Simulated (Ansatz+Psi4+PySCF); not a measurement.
## doublet LiO₂: levels of theory in one basis

```json
{"atom": "Li", "x (Å)": "0.0000", "y (Å)": "0.0000", "z (Å)": "0.0000"}
{"atom": "O", "x (Å)": "0.0000", "y (Å)": "0.6854", "z (Å)": "1.6752"}
{"atom": "O", "x (Å)": "0.0000", "y (Å)": "-0.6551", "z (Å)": "1.6012"}
```

Basis set: cc-pCVTZ on Li; cc-pVTZ on O (spherical functions). Correlated methods keep 2 orbitals frozen. Correlation on ROHF uses semicanonical orbitals with singles. Charge 0, multiplicity 2.

Computed with Ansatz (development build ahead of 0.2.0) and Psi4 1.11; each method stands on the lowest determinant of its kind that the runs found.

```json
{"method": "ROHF", "E − E(ROHF) (eV)": "0.00", "<S²> of the determinant": "0.75"}
{"method": "UHF", "E − E(ROHF) (eV)": "-0.33", "<S²> of the determinant": "0.79"}
{"method": "ROHF-MP2", "E − E(ROHF) (eV)": "-14.23", "<S²> of the determinant": "–"}
{"method": "UHF-MP2", "E − E(ROHF) (eV)": "-14.22", "<S²> of the determinant": "0.79"}
{"method": "ROHF-CCSD", "E − E(ROHF) (eV)": "-14.36", "<S²> of the determinant": "–"}
{"method": "UHF-CCSD", "E − E(ROHF) (eV)": "-14.38", "<S²> of the determinant": "0.79"}
{"method": "ROHF-CCSD(T)", "E − E(ROHF) (eV)": "-14.93", "<S²> of the determinant": "–"}
{"method": "UHF-CCSD(T)", "E − E(ROHF) (eV)": "-14.93", "<S²> of the determinant": "0.79"}
```
